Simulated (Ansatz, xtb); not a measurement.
**Isomers of C2HOS− in order of energy**

7 gas-phase structures of C2HOS−, found in a search over its isomers (lower ones may exist). Each was relaxed with GFN2-xTB:

A. `[O-]C=C=S`, a singlet
B. `OC#C[S-]`, a singlet
C. a singlet given by its coordinates
D. `C#CO[S-]`, a singlet
E. `O=C=C[S-]`, a singlet
F. the triplet with the links of `[CH]C(=O)[S-]`
G. a singlet given by its coordinates

G (Å):

```yaml
atoms:
  - { symbol: C, position_ang: [-3.0034, 1.0057, -2.8442] }
  - { symbol: C, position_ang: [-2.2520, 0.7572, -1.8894] }
  - { symbol: O, position_ang: [-3.4751, 1.0264, -3.9715] }
  - { symbol: S, position_ang: [-2.1068, 1.1130, -0.1996] }
  - { symbol: H, position_ang: [-1.0271, 0.3336, 0.0224] }
```

Close contacts (Å): C1–C2 1.24, C1–O3 1.22, C2–S4 1.73, S4–H5 1.35.

C (Å):

```yaml
atoms:
  - { symbol: C, position_ang: [-2.5212, 0.4077, -1.9098] }
  - { symbol: C, position_ang: [-1.7026, 1.3531, -1.3663] }
  - { symbol: O, position_ang: [-2.2864, 1.3460, -2.8423] }
  - { symbol: S, position_ang: [-3.2012, -1.0809, -1.9164] }
  - { symbol: H, position_ang: [-2.1372, 2.1681, -0.7893] }
```

Close contacts (Å): C1–C2 1.36, C1–O3 1.34, C1–S4 1.64, C2–O3 1.59, C2–H5 1.09.

Task: Make a reasoned guess at their ranking by r2SCAN-D4/def2-SVPD single-point energy.

Result: Calculated order at r2SCAN-D4/def2-SVPD: E (0.0), G (72.7), A (82.6), B (124.0), F (157.1), C (176.3), D (213.4) kJ/mol.

Energies above the lowest of each column, in kJ/mol; the last columns are at BLYP-D3(BJ)/def2-SVPD geometries and were run for some of them only (a dash: not run or not comparable):

```json
{"structure": "E", "GFN2-xTB": "0.0", "HF/STO-3G": "0.0", "r2SCAN-D4/def2-SVPD": "0.0", "BLYP-D3(BJ)/def2-SVPD": "0.0", "CCSD(T)/def2-SVPD + ΔMP2/def2-TZVPPD": "0.0"}
{"structure": "G", "GFN2-xTB": "76.3", "HF/STO-3G": "20.2", "r2SCAN-D4/def2-SVPD": "72.7", "BLYP-D3(BJ)/def2-SVPD": "71.8", "CCSD(T)/def2-SVPD + ΔMP2/def2-TZVPPD": "62.1"}
{"structure": "A", "GFN2-xTB": "84.9", "HF/STO-3G": "95.0", "r2SCAN-D4/def2-SVPD": "82.6", "BLYP-D3(BJ)/def2-SVPD": "79.1", "CCSD(T)/def2-SVPD + ΔMP2/def2-TZVPPD": "88.5"}
{"structure": "B", "GFN2-xTB": "95.6", "HF/STO-3G": "6.0", "r2SCAN-D4/def2-SVPD": "124.0", "BLYP-D3(BJ)/def2-SVPD": "–", "CCSD(T)/def2-SVPD + ΔMP2/def2-TZVPPD": "–"}
{"structure": "F", "GFN2-xTB": "–", "HF/STO-3G": "99.9", "r2SCAN-D4/def2-SVPD": "157.1", "BLYP-D3(BJ)/def2-SVPD": "–", "CCSD(T)/def2-SVPD + ΔMP2/def2-TZVPPD": "–"}
{"structure": "C", "GFN2-xTB": "140.2", "HF/STO-3G": "81.4", "r2SCAN-D4/def2-SVPD": "176.3", "BLYP-D3(BJ)/def2-SVPD": "–", "CCSD(T)/def2-SVPD + ΔMP2/def2-TZVPPD": "–"}
{"structure": "D", "GFN2-xTB": "128.7", "HF/STO-3G": "78.8", "r2SCAN-D4/def2-SVPD": "213.4", "BLYP-D3(BJ)/def2-SVPD": "–", "CCSD(T)/def2-SVPD + ΔMP2/def2-TZVPPD": "–"}
```

Every level run on E puts it lowest or level with the lowest. Flexible structures stand in one conformer each, not always the lowest. Frequencies (BLYP-D3(BJ)/def2-SVPD) were run for A, E, G alone. GFN2-xTB has no spin polarisation and isn't compared across spin states. Open shells are spin-unrestricted, some with notable spin contamination. Large T1 diagnostics make some coupled-cluster values less sure. ΔMP2 is the change of the MP2 energy from the smaller to the larger basis.

Over these structures GFN2-xTB departs from r2SCAN-D4/def2-SVPD by 25.9 kJ/mol on average once a common shift is removed. A GFN2-xTB relaxation took about 0.062 s and the r2SCAN-D4/def2-SVPD energy about 1.2 s on a shared host (Ansatz 0.2.0, xtb 6.7.1).
